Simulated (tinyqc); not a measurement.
Inside a calculation. Method: RKS/BLYP in the sto-3g basis, for BH, spin multiplicity 1. Computed by tinyqc, a small Python program that keeps every step (integrals from PySCF). Settings: charge = 0, multiplicity = 1, basis = sto-3g, energy threshold = 1e-09, iteration cap = 52, orthogonalisation = canonical, start = atomic densities, DIIS depth = 0, method = RKS, functional = blyp, grid = [40, 14]. Command: `OMP_NUM_THREADS=1 python tinyqc.py 26864 26865 out.jsonl` (the two numbers bound the seeds that draw the settings). One thread of a shared host (Intel(R) Xeon(R) Processor @ 2.60GHz), about 1 s of CPU time with the checks. Later iterations appear only in the table of the cycle.

## One-electron integrals

Geometry (angstrom):
```
atom         x         y         z
B     0.000000  0.000000  0.000000
H     0.000000  0.000000  2.112000
```

Basis sto-3g: exponents (1/bohr^2) and contraction coefficients of normalised primitives:
```
element  l (shell)   exponent  coefficient
B            s (1)  48.791113     0.154329
B            s (1)   8.887362     0.535328
B            s (1)   2.405267     0.444635
B            s (2)   2.236956    -0.099967
B            s (2)   0.519821     0.399513
B            s (2)   0.169062     0.700115
B            p (3)   2.236956     0.155916
B            p (3)   0.519821     0.607684
B            p (3)   0.169062     0.391957
H            s (1)   3.425251     0.154329
H            s (1)   0.623914     0.535328
H            s (1)   0.168855     0.444635
```

Overlap, kinetic and nuclear-attraction integrals over the contracted functions; the nuclear repulsion is the sum of Za Zb / Rab.

nuclear repulsion = 1.25278696 hartree

overlap S, order 1B 1s, 1B 2s, 1B 2px, 1B 2py, 1B 2pz, 2H 1s:
$$\begin{pmatrix}
1.000000 & 0.269328 & 0.000000 & 0.000000 & 0.000000 & 0.008235 \\
0.269328 & 1.000000 & 0.000000 & 0.000000 & 0.000000 & 0.136344 \\
0.000000 & 0.000000 & 1.000000 & 0.000000 & 0.000000 & 0.000000 \\
0.000000 & 0.000000 & 0.000000 & 1.000000 & 0.000000 & 0.000000 \\
0.000000 & 0.000000 & 0.000000 & 0.000000 & 1.000000 & 0.179743 \\
0.008235 & 0.136344 & 0.000000 & 0.000000 & 0.179743 & 1.000000
\end{pmatrix}$$

kinetic energy T (hartree), order 1B 1s, 1B 2s, 1B 2px, 1B 2py, 1B 2pz, 2H 1s:
$$\begin{pmatrix}
10.826302 & -0.047967 & 0.000000 & 0.000000 & 0.000000 & -0.003261 \\
-0.047967 & 0.359168 & 0.000000 & 0.000000 & 0.000000 & -0.010268 \\
0.000000 & 0.000000 & 1.123881 & 0.000000 & 0.000000 & 0.000000 \\
0.000000 & 0.000000 & 0.000000 & 1.123881 & 0.000000 & 0.000000 \\
0.000000 & 0.000000 & 0.000000 & 0.000000 & 1.123881 & 0.010241 \\
-0.003261 & -0.010268 & 0.000000 & 0.000000 & 0.010241 & 0.760032
\end{pmatrix}$$

nuclear attraction V (hartree), order 1B 1s, 1B 2s, 1B 2px, 1B 2py, 1B 2pz, 2H 1s:
$$\begin{pmatrix}
-23.397946 & -3.206844 & 0.000000 & 0.000000 & -0.005899 & -0.097756 \\
-3.206844 & -4.022063 & 0.000000 & 0.000000 & -0.060104 & -0.380830 \\
0.000000 & 0.000000 & -3.981489 & 0.000000 & 0.000000 & 0.000000 \\
0.000000 & 0.000000 & 0.000000 & -3.981489 & 0.000000 & 0.000000 \\
-0.005899 & -0.060104 & 0.000000 & 0.000000 & -4.012426 & -0.467491 \\
-0.097756 & -0.380830 & 0.000000 & 0.000000 & -0.467491 & -2.479143
\end{pmatrix}$$

core Hamiltonian H = T + V (hartree), order 1B 1s, 1B 2s, 1B 2px, 1B 2py, 1B 2pz, 2H 1s:
$$\begin{pmatrix}
-12.571643 & -3.254812 & 0.000000 & 0.000000 & -0.005899 & -0.101017 \\
-3.254812 & -3.662895 & 0.000000 & 0.000000 & -0.060104 & -0.391099 \\
0.000000 & 0.000000 & -2.857609 & 0.000000 & 0.000000 & 0.000000 \\
0.000000 & 0.000000 & 0.000000 & -2.857609 & 0.000000 & 0.000000 \\
-0.005899 & -0.060104 & 0.000000 & 0.000000 & -2.888545 & -0.457251 \\
-0.101017 & -0.391099 & 0.000000 & 0.000000 & -0.457251 & -1.719112
\end{pmatrix}$$

## Two-electron integrals

Functions are numbered as in S; the eight-fold symmetry (ij|kl) = (ji|kl) = (kl|ij) leaves the list below.

Two-electron integrals (ij|kl) in chemists' order, unique and non-zero (hartree):
```
(11|11) 2.923513   (21|11) 0.518376   (21|21) 0.109262   (22|11) 0.744229
(22|21) 0.193177   (22|22) 0.544804   (31|31) 0.020264   (32|31) 0.029996
(32|32) 0.120346   (33|11) 0.742491   (33|21) 0.193240   (33|22) 0.544682
(33|33) 0.586773   (41|41) 0.020264   (42|41) 0.029996   (42|42) 0.120346
(43|43) 0.031630   (44|11) 0.742491   (44|21) 0.193240   (44|22) 0.544682
(44|33) 0.523513   (44|44) 0.586773   (51|51) 0.020264   (52|51) 0.029996
(52|52) 0.120346   (53|53) 0.031630   (54|54) 0.031630   (55|11) 0.742491
(55|21) 0.193240   (55|22) 0.544682   (55|33) 0.523513   (55|44) 0.523513
(55|55) 0.586773   (61|11) 0.015674   (61|21) 0.003299   (61|22) 0.005878
(61|33) 0.005853   (61|44) 0.005853   (61|51) 0.000260   (61|52) 0.000481
(61|55) 0.005932   (61|61) 0.000103   (62|11) 0.060571   (62|21) 0.016097
(62|22) 0.053217   (62|33) 0.051579   (62|44) 0.051579   (62|51) 0.001736
(62|52) 0.012399   (62|55) 0.056433   (62|61) 0.000524   (62|62) 0.009352
(63|31) 0.001219   (63|32) 0.006467   (63|53) 0.002080   (63|63) 0.000748
(64|41) 0.001219   (64|42) 0.006467   (64|54) 0.002080   (64|64) 0.000748
(65|11) 0.069940   (65|21) 0.018751   (65|22) 0.064724   (65|33) 0.061770
(65|44) 0.061770   (65|51) 0.002763   (65|52) 0.019030   (65|55) 0.070554
(65|61) 0.000624   (65|62) 0.012962   (65|65) 0.018365   (66|11) 0.250496
(66|21) 0.067458   (66|22) 0.249429   (66|33) 0.239832   (66|44) 0.239832
(66|51) 0.005876   (66|52) 0.058511   (66|55) 0.268385   (66|61) 0.002176
(66|62) 0.065064   (66|65) 0.097037   (66|66) 0.774606
```

## Orthogonalisation

S = U s U^T; canonical form X = U s^(-1/2), so that X^T S X = 1. Each column of U has its largest component positive (the first on a tie).

eigenvalues of S: [0.687686, 0.842920, 1.000000, 1.000000, 1.149182, 1.320212]

X, order 1B 1s, 1B 2s, 1B 2px, 1B 2py, 1B 2pz, 2H 1s:
$$\begin{pmatrix}
-0.683717 & 0.464063 & 0.000000 & 0.000000 & -0.392192 & 0.492512 \\
0.808147 & -0.251486 & 0.000000 & 0.000000 & -0.233125 & 0.574084 \\
0.000000 & 0.000000 & -0.621452 & 0.783452 & 0.000000 & 0.000000 \\
0.000000 & 0.000000 & 0.783452 & 0.621452 & 0.000000 & 0.000000 \\
0.288095 & 0.717411 & 0.000000 & 0.000000 & 0.626094 & 0.210713 \\
-0.500582 & -0.626956 & 0.000000 & 0.000000 & 0.519643 & 0.375385
\end{pmatrix}$$

Within a degenerate level the vectors are fixed only up to a rotation; this is one choice.

## Starting guess

The start is atomic minimal-basis densities projected into this basis (PySCF's MINAO start) and scaled to the electron count of each spin; this density is not idempotent, so its energy is not variational and may lie below the converged one.

D at the start, order 1B 1s, 1B 2s, 1B 2px, 1B 2py, 1B 2pz, 2H 1s:
$$\begin{pmatrix}
2.181914 & -0.573730 & 0.000000 & 0.000000 & 0.004686 & -0.027223 \\
-0.573730 & 2.141787 & 0.000000 & 0.000000 & -0.015140 & 0.102077 \\
0.000000 & 0.000000 & 0.320861 & 0.000000 & 0.000000 & 0.000000 \\
0.000000 & 0.000000 & 0.000000 & 0.320861 & 0.000000 & 0.000000 \\
0.004686 & -0.015140 & 0.000000 & 0.000000 & 0.309990 & 0.050406 \\
-0.027223 & 0.102077 & 0.000000 & 0.000000 & 0.050406 & 0.988124
\end{pmatrix}$$

## Iteration 1: exchange-correlation on the grid

Becke grid with 40 radial and 14 angular points per atom, points of zero weight dropped. rho = sum D_ij phi_i phi_j; V_xc,ij = sum w v_xc phi_i phi_j plus the gradient terms; v_xc is d(rho eps)/d rho at fixed gradient.

The 8 grid points with the largest w rho, of 1109 (bohr, atomic units):
```
x                  y          z         w       rho  |grad rho|^2     eps_xc       v_xc
0.941853    0.941853  -0.941853  0.599324  0.050676      0.008035  -0.329925  -0.382660
0.941853   -0.941853  -0.941853  0.599324  0.050676      0.008035  -0.329925  -0.382660
-0.941853   0.941853  -0.941853  0.599324  0.050676      0.008035  -0.329925  -0.382660
-0.941853  -0.941853  -0.941853  0.599324  0.050676      0.008035  -0.329925  -0.382660
-0.941853   0.941853   0.941853  0.598046  0.050358      0.007770  -0.328915  -0.381986
0.941853    0.941853   0.941853  0.598046  0.050358      0.007770  -0.328915  -0.381986
-0.941853  -0.941853   0.941853  0.598046  0.050358      0.007770  -0.328915  -0.381986
0.941853   -0.941853   0.941853  0.598046  0.050358      0.007770  -0.328915  -0.381986
```

electrons on the grid, sum of w rho = 5.995965

E_xc = sum of w rho eps_xc = -4.41520601 hartree

V_xc (hartree), order 1B 1s, 1B 2s, 1B 2px, 1B 2py, 1B 2pz, 2H 1s:
$$\begin{pmatrix}
-1.919716 & -0.291268 & 0.000000 & 0.000000 & 0.000063 & -0.008879 \\
-0.291268 & -0.433819 & 0.000000 & 0.000000 & -0.000941 & -0.045369 \\
0.000000 & 0.000000 & -0.429389 & 0.000000 & 0.000000 & 0.000000 \\
0.000000 & 0.000000 & 0.000000 & -0.429389 & 0.000000 & 0.000000 \\
0.000063 & -0.000941 & 0.000000 & 0.000000 & -0.431290 & -0.058806 \\
-0.008879 & -0.045369 & 0.000000 & 0.000000 & -0.058806 & -0.431587
\end{pmatrix}$$

## Iteration 1: building the Kohn-Sham matrix

J_ij = sum D_kl (ij|kl); F = H + J + V_xc; E = tr D H + tr D J / 2 + E_xc + E_nn.

Coulomb J (hartree), order 1B 1s, 1B 2s, 1B 2px, 1B 2py, 1B 2pz, 2H 1s:
$$\begin{pmatrix}
8.350739 & 1.674985 & 0.000000 & 0.000000 & 0.005706 & 0.050900 \\
1.674985 & 3.350951 & 0.000000 & 0.000000 & 0.058876 & 0.345383 \\
0.000000 & 0.000000 & 3.336863 & 0.000000 & 0.000000 & 0.000000 \\
0.000000 & 0.000000 & 0.000000 & 3.336863 & 0.000000 & 0.000000 \\
0.005706 & 0.058876 & 0.000000 & 0.000000 & 3.366261 & 0.431021 \\
0.050900 & 0.345383 & 0.000000 & 0.000000 & 0.431021 & 2.027117
\end{pmatrix}$$

Kohn-Sham matrix F (hartree), order 1B 1s, 1B 2s, 1B 2px, 1B 2py, 1B 2pz, 2H 1s:
$$\begin{pmatrix}
-6.140621 & -1.871094 & 0.000000 & 0.000000 & -0.000130 & -0.058997 \\
-1.871094 & -0.745763 & 0.000000 & 0.000000 & -0.002169 & -0.091085 \\
0.000000 & 0.000000 & 0.049865 & 0.000000 & 0.000000 & 0.000000 \\
0.000000 & 0.000000 & 0.000000 & 0.049865 & 0.000000 & 0.000000 \\
-0.000130 & -0.002169 & 0.000000 & 0.000000 & 0.046426 & -0.085036 \\
-0.058997 & -0.091085 & 0.000000 & 0.000000 & -0.085036 & -0.123581
\end{pmatrix}$$

total energy of this density = -24.86312298 hartree

This density is the starting one; it is not idempotent, so its energy is not variational and may lie below the converged one.

## Iteration 1: diagonalisation and new density

Diagonalise F' = X^T F X, C = X C', fill 3 alpha and 3 beta electrons from the bottom; D = 2 C_occ C_occ^T. Each column has its largest component positive (the first on a tie).

F' = X^T F X (hartree):
$$\begin{pmatrix}
-1.260120 & 1.115221 & 0.000000 & 0.000000 & -1.197233 & 1.764798 \\
1.115221 & -0.874726 & 0.000000 & 0.000000 & 1.125109 & -1.489615 \\
0.000000 & 0.000000 & 0.049865 & 0.000000 & 0.000000 & 0.000000 \\
0.000000 & 0.000000 & 0.000000 & 0.049865 & 0.000000 & 0.000000 \\
-1.197233 & 1.125109 & 0.000000 & 0.000000 & -1.350884 & 1.848440 \\
1.764798 & -1.489615 & 0.000000 & 0.000000 & 1.848440 & -2.883808
\end{pmatrix}$$

orbital energies (hartree): MO1 -6.149249, MO2 -0.214824, MO3 -0.105557, MO4 0.049865, MO5 0.049865, MO6 0.100093

coefficients C, order 1B 1s, 1B 2s, 1B 2px, 1B 2py, 1B 2pz, 2H 1s:
$$\begin{pmatrix}
0.988580 & -0.264063 & 0.174384 & 0.000000 & 0.000000 & -0.042147 \\
0.039831 & 0.848653 & -0.595520 & 0.000000 & 0.000000 & 0.154353 \\
0.000000 & 0.000000 & 0.000000 & 0.923191 & -0.384340 & 0.000000 \\
0.000000 & 0.000000 & 0.000000 & 0.384340 & 0.923191 & 0.000000 \\
0.000640 & 0.087529 & 0.327259 & 0.000000 & 0.000000 & 0.958807 \\
-0.003677 & 0.453674 & 0.772086 & 0.000000 & 0.000000 & -0.502641
\end{pmatrix}$$

D after iteration 1, order 1B 1s, 1B 2s, 1B 2px, 1B 2py, 1B 2pz, 2H 1s:
$$\begin{pmatrix}
2.154858 & -0.577142 & 0.000000 & 0.000000 & 0.069177 & 0.022414 \\
-0.577142 & 2.152883 & 0.000000 & 0.000000 & -0.241164 & -0.149856 \\
0.000000 & 0.000000 & 0.000000 & 0.000000 & 0.000000 & 0.000000 \\
0.000000 & 0.000000 & 0.000000 & 0.000000 & 0.000000 & 0.000000 \\
0.069177 & -0.241164 & 0.000000 & 0.000000 & 0.229521 & 0.584759 \\
0.022414 & -0.149856 & 0.000000 & 0.000000 & 0.584759 & 1.603901
\end{pmatrix}$$

Within a degenerate level the vectors are fixed only up to a rotation; this is one choice.

## Iteration 2: exchange-correlation on the grid

As before.

The 8 grid points with the largest w rho, of 1109 (bohr, atomic units):
```
x                  y          z         w       rho  |grad rho|^2     eps_xc       v_xc
0.000000    0.000000  -1.631337  0.532732  0.059500      0.011068  -0.345268  -0.403222
0.000000    0.000000  -1.404571  0.355135  0.086270      0.016547  -0.378056  -0.458461
0.000000    0.000000   2.469548  0.766357  0.039958      0.002081  -0.294886  -0.359331
0.000000    0.000000  -1.883080  0.786824  0.037070      0.005370  -0.307005  -0.345450
0.941853    0.941853  -0.941853  0.599324  0.046146      0.007027  -0.322423  -0.370959
0.941853   -0.941853  -0.941853  0.599324  0.046146      0.007027  -0.322423  -0.370959
-0.941853   0.941853  -0.941853  0.599324  0.046146      0.007027  -0.322423  -0.370959
-0.941853  -0.941853  -0.941853  0.599324  0.046146      0.007027  -0.322423  -0.370959
```

electrons on the grid, sum of w rho = 5.992364

E_xc = sum of w rho eps_xc = -4.40044436 hartree

V_xc (hartree), order 1B 1s, 1B 2s, 1B 2px, 1B 2py, 1B 2pz, 2H 1s:
$$\begin{pmatrix}
-1.906294 & -0.284802 & 0.000000 & 0.000000 & 0.002315 & -0.008642 \\
-0.284802 & -0.405410 & 0.000000 & 0.000000 & 0.015022 & -0.046994 \\
0.000000 & 0.000000 & -0.393895 & 0.000000 & 0.000000 & 0.000000 \\
0.000000 & 0.000000 & 0.000000 & -0.393895 & 0.000000 & 0.000000 \\
0.002315 & 0.015022 & 0.000000 & 0.000000 & -0.417263 & -0.063278 \\
-0.008642 & -0.046994 & 0.000000 & 0.000000 & -0.063278 & -0.497642
\end{pmatrix}$$

## Iteration 2: building the Kohn-Sham matrix

As before.

Coulomb J (hartree), order 1B 1s, 1B 2s, 1B 2px, 1B 2py, 1B 2pz, 2H 1s:
$$\begin{pmatrix}
7.940174 & 1.576598 & 0.000000 & 0.000000 & 0.000483 & 0.047854 \\
1.576598 & 3.138711 & 0.000000 & 0.000000 & 0.058511 & 0.350460 \\
0.000000 & 0.000000 & 3.111415 & 0.000000 & 0.000000 & 0.000000 \\
0.000000 & 0.000000 & 0.000000 & 3.111415 & 0.000000 & 0.000000 \\
0.000483 & 0.058511 & 0.000000 & 0.000000 & 3.180552 & 0.449067 \\
0.047854 & 0.350460 & 0.000000 & 0.000000 & 0.449067 & 2.369575
\end{pmatrix}$$

Kohn-Sham matrix F (hartree), order 1B 1s, 1B 2s, 1B 2px, 1B 2py, 1B 2pz, 2H 1s:
$$\begin{pmatrix}
-6.537763 & -1.963016 & 0.000000 & 0.000000 & -0.003101 & -0.061805 \\
-1.963016 & -0.929594 & 0.000000 & 0.000000 & 0.013429 & -0.087632 \\
0.000000 & 0.000000 & -0.140089 & 0.000000 & 0.000000 & 0.000000 \\
0.000000 & 0.000000 & 0.000000 & -0.140089 & 0.000000 & 0.000000 \\
-0.003101 & 0.013429 & 0.000000 & 0.000000 & -0.125256 & -0.071462 \\
-0.061805 & -0.087632 & 0.000000 & 0.000000 & -0.071462 & 0.152822
\end{pmatrix}$$

total energy of this density = -24.69469411 hartree

## Iteration 2: diagonalisation and new density

As before.

F' = X^T F X (hartree):
$$\begin{pmatrix}
-1.409436 & 1.279355 & 0.000000 & 0.000000 & -1.348947 & 1.757123 \\
1.279355 & -0.947231 & 0.000000 & 0.000000 & 1.013653 & -1.653022 \\
0.000000 & 0.000000 & -0.140089 & 0.000000 & 0.000000 & 0.000000 \\
0.000000 & 0.000000 & 0.000000 & -0.140089 & 0.000000 & 0.000000 \\
-1.348947 & 1.013653 & 0.000000 & 0.000000 & -1.425385 & 2.021540 \\
1.757123 & -1.653022 & 0.000000 & 0.000000 & 2.021540 & -3.055628
\end{pmatrix}$$

orbital energies (hartree): MO1 -6.544977, MO2 -0.368079, MO3 -0.140089, MO4 -0.140089, MO5 -0.132991, MO6 0.208368

coefficients C, order 1B 1s, 1B 2s, 1B 2px, 1B 2py, 1B 2pz, 2H 1s:
$$\begin{pmatrix}
0.989810 & -0.311514 & 0.000000 & 0.000000 & -0.009479 & 0.048484 \\
0.035770 & 1.030044 & 0.000000 & 0.000000 & 0.024820 & -0.193342 \\
0.000000 & 0.000000 & -0.256120 & 0.966645 & 0.000000 & 0.000000 \\
0.000000 & 0.000000 & 0.966645 & 0.256120 & 0.000000 & 0.000000 \\
0.000969 & -0.060105 & 0.000000 & 0.000000 & 0.956842 & -0.338986 \\
-0.003289 & 0.038288 & 0.000000 & 0.000000 & 0.163237 & 1.013151
\end{pmatrix}$$

D after iteration 2, order 1B 1s, 1B 2s, 1B 2px, 1B 2py, 1B 2pz, 2H 1s:
$$\begin{pmatrix}
2.153530 & -0.570934 & 0.000000 & 0.000000 & 0.039366 & -0.030365 \\
-0.570934 & 2.124539 & 0.000000 & 0.000000 & -0.123752 & 0.078642 \\
0.000000 & 0.000000 & 0.131195 & -0.495154 & 0.000000 & 0.000000 \\
0.000000 & 0.000000 & -0.495154 & 1.868805 & 0.000000 & 0.000000 \\
0.039366 & -0.123752 & 0.000000 & 0.000000 & 0.007227 & -0.004609 \\
-0.030365 & 0.078642 & 0.000000 & 0.000000 & -0.004609 & 0.002954
\end{pmatrix}$$

Within a degenerate level the vectors are fixed only up to a rotation; this is one choice.

## Convergence

Stop when the energy changes by less than 1e-09 hartree and every element of the error matrix X^T (F D S - S D F) X is below 9e-06.

Course of the cycle:
```
iteration   E (hartree)     change  largest element of the error matrix
1          -24.86312298          -                             8.07e-02
2          -24.69469411   1.68e-01                             2.40e-01
3          -24.14434294   5.50e-01                             1.54e-01
4          -24.38123135  -2.37e-01                             2.37e-01
5          -23.96855529   4.13e-01                             2.58e-01
6          -24.23451997  -2.66e-01                             2.79e-01
7          -23.91910934   3.15e-01                             2.72e-01
8          -24.21445668  -2.95e-01                             2.78e-01
9          -23.91610639   2.98e-01                             2.73e-01
10         -24.21599086  -3.00e-01                             2.78e-01
11         -23.91583937   3.00e-01                             2.73e-01
12         -24.21444033  -2.99e-01                             2.78e-01
13         -23.91457382   3.00e-01                             2.74e-01
14         -24.21292651  -2.98e-01                             2.78e-01
...                 ...        ...                                  ...
39         -23.91551504   2.98e-01                             2.73e-01
40         -24.21490134  -2.99e-01                             2.78e-01
41         -23.91548368   2.99e-01                             2.73e-01
42         -24.21416283  -2.99e-01                             2.78e-01
43         -23.91664232   2.98e-01                             2.72e-01
44         -24.22085332  -3.04e-01                             2.77e-01
45         -23.91563326   3.05e-01                             2.73e-01
46         -24.21307221  -2.97e-01                             2.78e-01
47         -23.91395339   2.99e-01                             2.74e-01
48         -24.21252932  -2.99e-01                             2.78e-01
49         -23.91369087   2.99e-01                             2.74e-01
50         -24.21238252  -2.99e-01                             2.78e-01
51         -23.91366931   2.99e-01                             2.74e-01
52         -24.21237904  -2.99e-01                             2.78e-01
```

PySCF RKS in the same basis, fine grid = -24.80020342 hartree

Not converged within the cap of 52 iterations: the residual has stopped falling: the iteration swings between two states. Reruns (cap 100 unless said): DIIS 8: converged in 16; damping 0.5: not converged; level shift 0.5: converged in 11; atomic densities as start, DIIS 8: converged in 16; the original settings with a cap of 400: not converged.
